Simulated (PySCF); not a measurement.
**Dipole moment and polarisability across levels of theory**

Species: C2H4.
SMILES: `C=C`

PySCF, dipoles from the SCF density, polarisabilities from static response with core orbitals frozen. Isolated species at its PBE0-D3(BJ)/def2-SVP geometry, gas phase.

Reference polarisability: 4.188 Å³ (measured, gas; NIST CCCBDB Release 22 (SRD 101), experimental polarizabilities). Reference polarisability: 4.007 Å³ (computed, CCSD(T)/CBS, static electronic, isotropic average, equilibrium geometry, gas; Hait, Head-Gordon, Phys. Chem. Chem. Phys. 20 (2018) 19800). Errors are taken against the first value of each kind. The anisotropy is √(½[(α1 − α2)² + (α2 − α3)² + (α3 − α1)²]).

| level | α (Å³) | error (%) | anisotropy (Å³) |
| --- | --- | --- | --- |
| B3LYP/def2-SVPD | 4.03 | -3.9 | 1.91 |
| PBE0/def2-SVPD | 3.98 | -4.9 | 1.88 |
| BHandHLYP/def2-SVPD | 3.98 | -5.0 | 1.95 |
| CAM-B3LYP/def2-SVPD | 4.00 | -4.5 | 1.92 |
| wB97X-D/def2-SVPD | 4.02 | -4.0 | 1.86 |
| LC-wPBE/def2-SVPD | 3.91 | -6.7 | 1.89 |
| PBE0/6-31G* | 2.97 | -29.1 | 2.88 |
| PBE0/def2-SVP | 3.17 | -24.3 | 2.71 |
| PBE0/aug-cc-pVDZ | 4.13 | -1.5 | 1.87 |
| PBE0/def2-TZVP | 3.73 | -10.9 | 2.29 |
| PBE0/def2-TZVPD | 4.13 | -1.4 | 1.82 |
| PBE0/aug-cc-pVTZ | 4.17 | -0.5 | 1.81 |

For the polarisability, the smallest error is 0.5% (PBE0/aug-cc-pVTZ) and the largest 29.1% (PBE0/6-31G*). The dipole stays under 0.05 D at every level. In one basis (def2-SVPD) the functionals order the polarisability from LC-wPBE (lowest) to B3LYP (highest), a spread of 3%. With PBE0 the polarisability is 3.29 Å³ without diffuse functions (mean of 6-31G*, def2-SVP and def2-TZVP) and 4.10 Å³ with them (mean of def2-SVPD, aug-cc-pVDZ, def2-TZVPD and aug-cc-pVTZ). Measured values can belong to vibrating molecules; the computed ones are for one fixed geometry.
